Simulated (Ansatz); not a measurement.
C4H6O can be A, `C1=CCOC1`, or B, `C#CC(C)O`.

Computed with Ansatz on PBE0-D4/def2-TZVP structures; ΔE is electronic, products minus reactants. CBS: MP2 limit from def2 TZ/QZ plus the TZ coupled-cluster correction, frozen cores. DFT in def2-TZVPP. B3LYP here is the variant with VWN-RPA as its local correlation; programs differ in this. Each species was taken in one conformer, which may not be the lowest.

Which is lower in electronic energy at CCSD(T)/CBS, and by how much? (Best estimate.)

Computed: A, by 79.5 kJ/mol.

Give E(B) − E(A) in kJ/mol with B3LYP-D4, MP2/def2-TZVPP, BLYP-D4, PBE0-D4, LDA (SPW92), r2SCAN-D4, B2PLYP. (Best estimate.)

Ansatz gave: B3LYP-D4 85.3, MP2/def2-TZVPP 72.8, BLYP-D4 77.0, PBE0-D4 105.6, LDA (SPW92) 119.4, r2SCAN-D4 94.9, B2PLYP 77.3. None reverses the order clearly.

Does the order hold for the free energy at 298.15 K (harmonic terms from PBE0-D4)? (An estimate is asked.)

The calculation gave: Yes: G(B) − G(A) = +66.0 kJ/mol, for one conformer each.

Largest T1 diagnostic: 0.011.

At CCSD(T), def2-SVP lies +8.5 kJ/mol from the extrapolated value and def2-TZVPP +1.6 kJ/mol. From PBE to PBE0 (25 % exact exchange), in def2-TZVPP and without D4, E(B) − E(A) moves by +8.6 kJ/mol.
